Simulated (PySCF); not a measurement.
**Ionising MgCl**

r²SCAN; Mg 6-311G(d,p), Cl 6-311G(d,p); no relativity (PySCF 2.14). Neutral (UKS): doublet (σ ↑), Re = 2.232 Å, ωe = 447 cm⁻¹, De = 3.57 eV, HOMO -5.23 eV, LUMO -3.32 eV.

MgCl⁺ (UKS): singlet (closed shell), Re = 2.127 Å, ωe = 550 cm⁻¹, De = 3.06 eV to Mg⁺ + Cl. The energies at the minima are -660.27754 hartree for MgCl and -659.98818 for MgCl⁺.

Question: Work out the adiabatic ionisation energy, without and with harmonic zero-point energies (1 hartree = 27.2114 eV, 1 eV = 8065.5 cm⁻¹), and the change of the bond length.

Answer: At r²SCAN: 0.28936 hartree = 7.874 eV between the minima; the zero-point term (550.0 − 447.0)/2 cm⁻¹ = +0.006 eV makes it 7.880 eV. Re changes by -10.5 pm against the neutral. The electron leaves a σ orbital; in so polar a molecule the change of length follows mostly from the change of the ionic charges.

For an ion De counts to the pair picked by the measured ionisation energies or electron affinities, which need not be the lowest pair at this level. States were picked by a PBE0 search and need not be the measured ground states.
